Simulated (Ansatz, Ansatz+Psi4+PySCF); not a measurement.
```yaml
atoms:
  - { symbol: C, position_ang: [0.0000, 0.0000, -0.5004] }
  - { symbol: N, position_ang: [0.0000, 0.0000, 0.6526] }
  - { symbol: H, position_ang: [0.0000, 0.0000, -1.5663] }
```

Basis set: cc-pVTZ (spherical functions). Frozen core: 2 orbitals. Charge 0, multiplicity 1.

Computed with Ansatz (development build ahead of 0.2.0); each method stands on the lowest determinant of its kind that the runs found. Restricted open shells among the atoms or ions are ROHF, correlated in semicanonical orbitals with singles.

The atomization energy at this shape (free ground-state atoms in the same class of orbitals less the molecule, no zero-point energy) of singlet CHN:

| method | atomization energy |
| --- | --- |
| RHF-CCSD(T) | 13.06 eV |

(1) What does RHF-MP2 give?

Results:

(1) 13.57 eV.
